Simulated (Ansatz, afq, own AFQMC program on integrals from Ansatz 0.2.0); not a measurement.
**H2S, triplet: AFQMC among the cluster methods**

```yaml
atoms:
  - { symbol: H, position_ang: [0.0000, 0.0000, -1.0837] }
  - { symbol: H, position_ang: [0.0000, 0.0000, -0.2247] }
  - { symbol: S, position_ang: [0.0000, 0.0000, 1.3083] }
```

Basis cc-pVTZ. Noble-gas cores (and the filled d shells of Ga–Kr and In–Xe) are frozen. AFQMC by an in-house program on the Cholesky factors that Ansatz 0.2.0 writes for its CCSD(T) run. ph-AFQMC/CISD is guided by a CISD state made of CCSD amplitudes; releasing the constraint for a short imaginary time cuts its bias at the price of noise, slowly where states lie close. Error bars are statistical, one sigma.

Determinant: UHF, the one that the program's search chose, which needn't be the lowest solution. The geometry is a point of a scan.

No full CI on the walks' own integrals is used here; CCSDT(Q) serves as the reference and is uncertain by about the last step of the cluster series.

Cautions: lower spins were not checked; the ph-AFQMC/HF walk drifts between its halves (2.2 errors).

The T1 diagnostic is 0.0148. The weight of the determinant in the CISD state is 0.908. The ⟨S²⟩ of the determinant is 2.039 and the size of the correlated space is 8 electrons in 57 orbitals.

```csv
level,correlation energy (eV)
MP2,-4.4253
CCSD,-5.2249
CCSD(T),-5.4071
```

Problem. Estimate where phaseless AFQMC with a CISD trial lies against CCSD(T) on the same integrals.

Solution. 24.2 ± 2.3 meV below CCSD(T).

Reference: CCSDT(Q), correlation energy -5.439 eV. The released energy is read at 2.40 1/Eh (meV from the phaseless value at times in 1/Eh: -1.9 ± 1.9 at 0.24, -2.7 ± 2.2 at 0.51, -6.2 ± 1.9 at 0.99, -5.7 ± 1.7 at 1.62, -7.7 ± 2.0 at 2.40).

```
         level  E − E(reference) (meV)  share of correlation (%)
       CCSD(T)                    32.2                     99.41
         CCSDT                     6.4                     99.88
   ph-AFQMC/HF             95.0 ± 20.1                     98.25
 ph-AFQMC/CISD               8.0 ± 2.3                     99.85
released AFQMC               0.2 ± 2.0                    100.00
```

A walk keeps the symmetry of its determinant, which the program's search chose and which needn't be the lowest solution, so a lower state of the same spin and another symmetry isn't excluded. Released energies are given only where the last usable release times agree within the noise; a slower fall can still hide under it.
